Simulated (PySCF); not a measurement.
Structure problem from calculated spectra and properties.

Elements present: C, H, N and O. Monoisotopic mass: 73.0528 u.

* Dipole: 3.78 D [CAM-B3LYP/aug-cc-pVTZ]
* 13C NMR: chemical shifts (computed TMS as zero) by class: 177.2 (1 C), 30.3 (1 C), 10.5 (1 C) ppm [GIAO B97-2/pcSseg-2]
* 1H NMR: chemical shifts (computed TMS as zero) by class: 4.80 (1 H), 4.61 (1 H), 2.15 (2 H), 1.05 (3 H) ppm [GIAO B97-2/pcSseg-2]
* Rotational structure: rotational constants A, B, C: 9.948, 3.834, 2.873 GHz [PBE0-D3(BJ)/def2-TZVP]
* Triplet: lowest triplet excitation (Tamm–Dancoff): 5.27 eV [TDA CAM-B3LYP/aug-cc-pVTZ]
* UV, first state: lowest singlet excitation: 5.74 eV (216 nm, f = 0.000) [TDDFT CAM-B3LYP/aug-cc-pVTZ]
* UV, strongest line: among the 10 lowest singlet transitions: S6 at 7.49 eV (165 nm, f = 0.110) [TDDFT CAM-B3LYP/aug-cc-pVTZ]
* Polarisability: 50.5 au [CAM-B3LYP/aug-cc-pVTZ]
* NMR, other nuclei: isotropic shieldings of nuclei other than C and H, by class: 154 (1 N), -78 (1 O) ppm [GIAO B97-2/pcSseg-2]

The electronic properties come from PySCF, for the isolated species, density fitting. Levels stand in brackets. Isolated species at its PBE0-D3(BJ)/def2-TZVP geometry (one conformer only). NMR values are class means; diastereotopic atoms form classes of their own.

Question: Which formula fits the mass and the elements?

Answer: C3H7NO (calculated 73.0528). No other formula that holds each of these elements comes within 0.0003 u with a fitting electron parity and a possible valence count.

Question: Give a SMILES that accounts for the data.

Answer: Numbering: `[CH3:1][CH2:2][C:3]([NH2:4])=[O:5]`. Its formula, C3H7NO, gives 1 degree of unsaturation: 0 rings and 1 π bond in the structure found. 3 carbons fall into 3 classes; from least to most shielded: amide carbonyl carbon [C3] (177.2 ppm), sp3 carbon next to a carbonyl [C2] (30.3 ppm), methyl carbon [C1] (10.5 ppm). Hydrogen classes from least to most shielded: 1 H on an amide nitrogen, N4 (4.80 ppm), 1 H on an amide nitrogen, N4 (4.61 ppm), 2 H on an sp3 carbon next to a carbonyl, C2 (2.15 ppm), 3 H on a methyl carbon, C1 (1.05 ppm, a mean of values up to 0.7 ppm apart in this geometry). The other shieldings belong to: 154 ppm, amide nitrogen [N4]; -78 ppm, amide oxygen [O5]. By its constants the optimised geometry is an asymmetric top. Structure: `CCC(N)=O` (propanamide). Computed isomers that give other values at the same levels: `CCNC=O` (13C chemical shifts (computed TMS as zero) by class: 162.8 (1 C), 34.8 (1 C), 19.1 (1 C) ppm); `CNC(C)=O` (13C chemical shifts (computed TMS as zero) by class: 172.3 (1 C), 26.2 (1 C), 23.7 (1 C) ppm). The assignments are read from this structure; whether some other isomer fits the data as well wasn't checked.

The values belong to the conformer `[CH3:1][CH2:2][C:3]([NH2:4])=[O:5]`: C1–C2–C3–N4 171°, H–N4–C3–C2 5°, H–N4–C3–C2 175°.
